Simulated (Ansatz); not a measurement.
# CHB (triplet): wave-function methods side by side at distance B1–C2 = 2.711 Å, 6-31G

How much of the correlation energy of CHB (triplet) does each wave-function method recover here?

The runs use Ansatz 0.2.0, Gaussian basis; 6-31G, core rule «outside noble gas», up to 2 orbitals frozen.

The runs, in order: UHF; CCSD(T) on ROHF; CCSD(T) on UHF; BCCD(T) on ROHF; CISD; CCSDT(Q) on ROHF; CCSDT(Q) on UHF; CISDTQ; CCSDTQ on ROHF; CCSDTQ on UHF; CASSCF and MRCISD+Q, 4 electrons in 4 orbitals; CASSCF and NEVPT2, 4 electrons in 4 orbitals; CASSCF and MRCISD+Q, 8 electrons in 9 orbitals; CASSCF and NEVPT2, 8 electrons in 9 orbitals; Full CI.

18 further runs of the same task are left out: 15 that didn't finish, 3 set aside as unsound or not needed.

## (1) The system

The geometry derives from a PBE0/def2-TZVP stationary point (not a proven minimum). One bond is set to the value named and the two fragments are kept rigid.

3 atoms, charge 0, spin multiplicity 3.

Atoms are counted from 1 here; the program's logs count them from 0.

Bond lengths: B1–H3 1.179 Å.

## (2) UHF

in.yaml

```yaml
crystal:
  periodic: [false, false, false]
  atoms:
    - {symbol: B, position_ang: [0.000000, 0.000000, 0.510763]}
    - {symbol: C, position_ang: [0.000000, 0.000000, -2.200237]}
    - {symbol: H, position_ang: [0.000000, 0.000000, 1.689475]}
basis:
  gaussian: {orbitals: 6-31G}
magnetization: {spin_polarized: true, initial_magnetization: 2}
hamiltonian: {xc: hf}
output: {orbitals: {seedname: orbitals}}
```

Started as:

```
$ ansatz run in.yaml --threads 1 --pin off --events-out ev --progress --plain --max-ram 2393MiB
```

Further steps of the session: CCSD(T) on ROHF; CCSD(T) on UHF; BCCD(T) on ROHF; CISD; CCSDT(Q) on ROHF; CCSDT(Q) on UHF; CISDTQ; CCSDTQ on ROHF; CCSDTQ on UHF; CASSCF and MRCISD+Q, 4 electrons in 4 orbitals; CASSCF and NEVPT2, 4 electrons in 4 orbitals; CASSCF and MRCISD+Q, 8 electrons in 9 orbitals; CASSCF and NEVPT2, 8 electrons in 9 orbitals; Full CI.

Before running them: what should the planned runs give, taken together? Wanted: FCI below the RHF energy; RMP2 from FCI; UMP2 from FCI; RCCSD from FCI; RCCSD(T) from FCI; UCCSD(T) from FCI; RCCSDT(Q) from FCI; UCCSDT(Q) from FCI; NEVPT2 pair from FCI.

The runs gave:

```
                         quantity                                                                                                            value
         FCI below the RHF energy                                                                                                       -2.9000 eV
                    RMP2 from FCI                                                                                                      +1112.9 meV
                    UMP2 from FCI                                                                                                      +1095.3 meV
                   RCCSD from FCI                                                                                                       +118.1 meV
                RCCSD(T) from FCI                                                                                                        +56.0 meV
                UCCSD(T) from FCI                                                                                                        +55.8 meV
               RCCSDT(Q) from FCI                                                                                                         +0.8 meV
               UCCSDT(Q) from FCI                                                                                                         -0.2 meV
             NEVPT2 pair from FCI                                                                                                       +979.6 meV
           MRCISD+Q pair from FCI                                                                                                         -4.1 meV
          NEVPT2 valence from FCI                                                                                                       +363.5 meV
levels within 1 kcal/mol (43 meV)  RCCSDT, UCCSDT, CISDTQ, RCCSDT(Q), UCCSDT(Q), RCCSDTQ, UCCSDTQ, MRCISD+Q pair, MRCISD valence, MRCISD+Q valence
                    T1 diagnostic                                                                                                            0.034
   effectively unpaired electrons                                                                                                             2.19
```

What this shows: RCCSD(T) lands +56.0 meV from the yardstick (1.9 % of the correlation energy). MRCISD+Q pair falls below full CI: the +Q correction isn't variational, and the cores differ from full CI's. One determinant dominates. Of the multireference levels listed MRCISD+Q pair comes nearest in total energy (-4.1 meV), which doesn't show that its space is the better one. Coupled cluster took another determinant than the lowest Hartree-Fock one. These misses are within one basis, not against nature; the frozen cores of restricted and unrestricted runs differ, which can shift their rows.
